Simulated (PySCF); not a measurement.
PySCF input for ethanethiol cation (C2H6S), SMILES CCS (connectivity only; charge and spin as stated), charge +1, multiplicity 2, TPSSh-D3(BJ)/def2-TZVP. Coordinates come from a TPSSh-D3(BJ)/def2-TZVP optimisation. The geometry has at least one imaginary mode, so it is a saddle point at that level. The multiplicity is an assumed one; other spin states were not compared. Other conformers were not sampled.

```python
import numpy as np
from pyscf import gto, scf, dft, df
from pyscf.hessian import thermo

mol = gto.M(
    atom='''
    C     0.33040382    1.64982191    0.00000000
    C    -0.63224550    0.47716661   -0.00000000
    S     0.08554687   -1.16879314   -0.00000000
    H    -0.25887507    2.56839580   -0.00000000
    H     0.95899462    1.64986337   -0.89158379
    H     0.95899462    1.64986336    0.89158379
    H    -1.30890157    0.45375045    0.87124375
    H    -1.30890156    0.45375046   -0.87124374
    H     1.40098916   -0.83686434    0.00000000
    ''',
    basis='def2-TZVP',
    charge=1,
    spin=1,
    max_memory=1600,
    verbose=3,
)
mf = dft.UKS(mol, xc='tpssh').density_fit(auxbasis='def2-universal-jkfit')
mf.disp = 'd3bj'
mf.grids.level = 4
mf.conv_tol = 1e-11
mf.max_cycle = 100
mf.kernel()
fine, coarse = mf.grids, dft.Grids(mol).set(level=1).build(with_non0tab=True)
for _ in range(3):  # follow internal instabilities
    mf.grids = coarse
    mo, _, stable, _ = mf.stability(return_status=True, nroots=4)
    mf.grids = fine
    if stable:
        break
    mf.kernel(mf.make_rdm1(mo, mf.mo_occ))

# [left out here: the lines that compute and print the analytic Hessian (its translational invariance restored by hand, since the grid's response is missing), thermochemistry and intensities]
```

Program output:

```

WARN: HOMO -0.270897842506511 >= LUMO -0.270897842506518

converged SCF energy = -477.756257812286  <S^2> = 0.75595764  2S+1 = 2.0059488
<class 'pyscf.df.df_jk.DFUKS'> wavefunction is stable in the internal stability analysis

WARN: MGGA Hessian is sensitive to dft grids. grids.level 4 may not be dense enough.


WARN: DFTD3 does not support analytical Hessian, using finite difference


WARN: Mole.unit (angstrom) is changed to Bohr

Mode                                 0                   1                   2
Irrep
Freq [cm^-1]                     -179.6139            221.4410            305.7425
Reduced mass [au]                   1.0628              1.1081              2.7299
Force const [Dyne/A]               -0.0202              0.0320              0.1504
Char temp [K]                    -258.4244            318.6042            439.8954
Normal mode                   x     y     z       x     y     z       x     y     z
       0   C                -0.00 -0.00  0.03   -0.00  0.00  0.01    0.04 -0.15  0.00
       1   C                 0.00 -0.00 -0.03    0.00  0.00 -0.08   -0.12 -0.02 -0.00
       2   S                -0.00  0.00  0.03   -0.00 -0.00  0.03    0.03  0.07  0.00
       3   H                -0.00 -0.00 -0.02   -0.00  0.00  0.57    0.23 -0.03  0.00
       4   H                 0.06 -0.01  0.07   -0.33  0.32 -0.22    0.04 -0.28  0.00
       5   H                -0.06  0.01  0.07    0.33 -0.32 -0.22    0.04 -0.28 -0.00
       6   H                -0.13  0.00 -0.15   -0.06 -0.01 -0.12   -0.11 -0.00  0.01
       7   H                 0.13 -0.00 -0.15    0.06  0.01 -0.12   -0.11 -0.00 -0.01
       8   H                -0.00  0.00 -0.92    0.00 -0.00  0.02   -0.02  0.28 -0.00
Mode                                 3                   4                   5
Irrep
Freq [cm^-1]                      606.6141            651.8742            867.5422
Reduced mass [au]                   6.1246              1.2637              1.1155
Force const [Dyne/A]                1.3279              0.3164              0.4947
Char temp [K]                     872.7826            937.9019           1248.2000
Normal mode                   x     y     z       x     y     z       x     y     z
       0   C                 0.02  0.06  0.00   -0.00 -0.00  0.01   -0.05 -0.01  0.00
       1   C                -0.14  0.15 -0.00    0.00 -0.00 -0.13   -0.03  0.05 -0.00
       2   S                 0.04 -0.09  0.00   -0.00  0.00  0.02    0.02  0.03  0.00
       3   H                 0.16  0.15  0.00   -0.00 -0.00  0.10    0.16  0.12 -0.00
       4   H                 0.02 -0.03 -0.00    0.19  0.18  0.14   -0.03 -0.17  0.02
       5   H                 0.02 -0.03  0.00   -0.19 -0.18  0.14   -0.03 -0.17 -0.02
       6   H                -0.07  0.12  0.04    0.47 -0.04  0.26    0.01 -0.12  0.03
       7   H                -0.07  0.12 -0.04   -0.47  0.04  0.26    0.01 -0.12 -0.03
       8   H                -0.01  0.11 -0.00    0.00 -0.00 -0.10    0.24 -0.83 -0.00
Mode                                 6                   7                   8
Irrep
Freq [cm^-1]                      962.9673            970.8214           1096.4496
Reduced mass [au]                   1.9891              1.1171              1.8927
Force const [Dyne/A]                1.0867              0.6203              1.3406
Char temp [K]                    1385.4955           1396.7958           1577.5469
Normal mode                   x     y     z       x     y     z       x     y     z
       0   C                -0.05 -0.15  0.00   -0.00 -0.00 -0.07    0.14  0.01 -0.00
       1   C                 0.04  0.13 -0.00    0.00  0.00  0.06   -0.14 -0.06  0.00
       2   S                 0.01 -0.00  0.00    0.00 -0.00 -0.01    0.01  0.02 -0.00
       3   H                -0.33 -0.33 -0.00   -0.00 -0.00  0.22   -0.29 -0.26  0.00
       4   H                -0.10  0.10 -0.03    0.25  0.26  0.12    0.05  0.34 -0.06
       5   H                -0.10  0.10  0.03   -0.25 -0.26  0.12    0.05  0.34  0.06
       6   H                 0.11  0.29  0.04   -0.08  0.52 -0.00   -0.08 -0.00  0.04
       7   H                 0.11  0.29 -0.04    0.08 -0.52 -0.00   -0.08 -0.00 -0.04
       8   H                 0.03 -0.08 -0.00    0.00 -0.00  0.01    0.08 -0.27 -0.00
Mode                                 9                  10                  11
Irrep
Freq [cm^-1]                     1208.3071           1279.5920           1373.3596
Reduced mass [au]                   1.2567              1.2304              1.0928
Force const [Dyne/A]                1.0810              1.1870              1.2144
Char temp [K]                    1738.4849           1841.0480           1975.9586
Normal mode                   x     y     z       x     y     z       x     y     z
       0   C                -0.00 -0.00  0.11   -0.03  0.04  0.00   -0.01  0.02 -0.00
       1   C                 0.00  0.00 -0.07   -0.00 -0.12 -0.00   -0.06 -0.05  0.00
       2   S                -0.00  0.00 -0.00    0.01 -0.00 -0.00   -0.01  0.01 -0.00
       3   H                 0.00 -0.00 -0.20    0.09  0.11  0.00    0.04  0.06  0.00
       4   H                -0.28 -0.23 -0.09    0.05 -0.08  0.06    0.02 -0.03  0.02
       5   H                 0.28  0.23 -0.09    0.05 -0.08 -0.06    0.02 -0.03 -0.02
       6   H                 0.13  0.46  0.04   -0.12  0.59 -0.06    0.52  0.07  0.41
       7   H                -0.13 -0.46  0.04   -0.12  0.59  0.06    0.52  0.07 -0.41
       8   H                -0.00 -0.00 -0.03    0.06 -0.16  0.00   -0.01  0.04 -0.00
Mode                                12                  13                  14
Irrep
Freq [cm^-1]                     1427.2854           1496.2524           1496.3766
Reduced mass [au]                   1.1814              1.0370              1.0415
Force const [Dyne/A]                1.4180              1.3678              1.3740
Char temp [K]                    2053.5459           2152.7741           2152.9528
Normal mode                   x     y     z       x     y     z       x     y     z
       0   C                -0.07 -0.09 -0.00   -0.00  0.00 -0.05   -0.04  0.02  0.00
       1   C                -0.00 -0.00  0.00   -0.00  0.00 -0.02   -0.01  0.02  0.00
       2   S                -0.00  0.00  0.00    0.00  0.00  0.00    0.00  0.00 -0.00
       3   H                 0.47  0.26  0.00   -0.00 -0.00  0.69   -0.32 -0.18 -0.00
       4   H                 0.18  0.46  0.16    0.10 -0.48  0.05    0.50 -0.12  0.37
       5   H                 0.18  0.46 -0.16   -0.10  0.48  0.05    0.50 -0.12 -0.37
       6   H                -0.00 -0.02 -0.00    0.03  0.02 -0.00   -0.02 -0.05 -0.00
       7   H                -0.00 -0.02  0.00   -0.03 -0.02 -0.00   -0.02 -0.05  0.00
       8   H                -0.00 -0.01 -0.00   -0.00  0.00 -0.01   -0.01  0.01  0.00
Mode                                15                  16                  17
Irrep
Freq [cm^-1]                     2601.3230           2954.8977           2968.6477
Reduced mass [au]                   1.0391              1.0576              1.0941
Force const [Dyne/A]                4.1430              5.4408              5.6808
Char temp [K]                    3742.7246           4251.4399           4271.2230
Normal mode                   x     y     z       x     y     z       x     y     z
       0   C                 0.00 -0.00  0.00   -0.00 -0.00 -0.00    0.00  0.00 -0.01
       1   C                 0.00  0.00  0.00    0.06  0.01  0.00   -0.00 -0.00  0.08
       2   S                -0.03 -0.01  0.00    0.00 -0.00 -0.00    0.00  0.00  0.00
       3   H                -0.00 -0.00  0.00    0.00 -0.01 -0.00    0.00 -0.00 -0.00
       4   H                 0.00  0.00  0.00    0.02  0.00 -0.03   -0.03  0.00  0.04
       5   H                 0.00  0.00 -0.00    0.02  0.00  0.03    0.03 -0.00  0.04
       6   H                -0.00 -0.00 -0.00   -0.39 -0.01  0.56    0.43  0.00 -0.52
       7   H                -0.00 -0.00  0.00   -0.39 -0.01 -0.56   -0.43 -0.00 -0.52
       8   H                 0.95  0.25 -0.00   -0.00  0.00  0.00   -0.00 -0.00  0.01
Mode                                18                  19                  20
Irrep
Freq [cm^-1]                     3049.6978           3127.2616           3130.8591
Reduced mass [au]                   1.0338              1.1027              1.1048
Force const [Dyne/A]                5.6648              6.3538              6.3808
Char temp [K]                    4387.8361           4499.4332           4504.6092
Normal mode                   x     y     z       x     y     z       x     y     z
       0   C                 0.03  0.04  0.00   -0.07  0.05 -0.00   -0.00  0.00  0.09
       1   C                 0.00  0.00 -0.00   -0.00  0.00 -0.00   -0.00  0.00  0.01
       2   S                -0.00 -0.00  0.00    0.00 -0.00  0.00    0.00 -0.00 -0.00
       3   H                 0.30 -0.45  0.00    0.42 -0.67 -0.00    0.00 -0.00  0.02
       4   H                -0.33  0.01  0.48    0.20  0.01 -0.31    0.39 -0.01 -0.54
       5   H                -0.33  0.01 -0.48    0.20  0.01  0.31   -0.39  0.01 -0.54
       6   H                -0.01 -0.00  0.02    0.02  0.00 -0.02    0.03  0.00 -0.04
       7   H                -0.01 -0.00 -0.02    0.02  0.00  0.02   -0.03 -0.00 -0.04
       8   H                 0.00  0.00 -0.00   -0.00 -0.00 -0.00   -0.00 -0.00  0.00
temperature 298.1500 [K]
pressure 101325.00 [Pa]
Rotational constants [GHz] 30.02791 5.31710 4.78522
Symmetry number 1
Zero-point energy (ZPE) 0.07244 [Eh]   190190.162 [J/mol]
                           tot       elec      trans        rot        vib
Entropy [J/mol/K]       284.258      5.763    160.244     98.564     19.687
Cv [J/mol/K]             57.561      0.000     12.472     12.472     32.617
Cp [J/mol/K]             65.875      0.000     20.786     12.472     32.617
Internal energy [J/mol]                      3718.434   3718.434 194008.146
Internal energy [Eh]   -477.67953  -477.75626
Enthalpy [J/mol]                             6197.391   3718.434 194008.146
Enthalpy [Eh]          -477.67859
Gibbs free energy [J/mol]                  -41579.443 -25668.438 188138.575
Gibbs free energy [Eh] -477.71087
mode   freq/cm-1   IR/(km/mol)
   1     -179.61        38.769
   2      221.44         0.294
   3      305.74         1.440
   4      606.61         1.988
   5      651.87         3.135
   6      867.54        17.916
   7      962.97         1.948
   8      970.82         3.259
   9     1096.45         0.464
  10     1208.31         0.573
  11     1279.59         1.122
  12     1373.36        48.833
  13     1427.29         5.115
  14     1496.25        17.697
  15     1496.38         5.277
  16     2601.32        27.359
  17     2954.90        75.601
  18     2968.65        15.193
  19     3049.70         1.742
  20     3127.26         0.359
  21     3130.86         0.477
max |gradient| / (hartree/bohr): 3.7169515843855426e-06
APT charges: [0.0184 0.0512 0.4366 0.0613 0.0381 0.0381 0.0996 0.0996 0.1572]
```

Self-consistency was reached. The end point has an imaginary mode, so it is no minimum.

Cost: roughly 17 core-minutes.
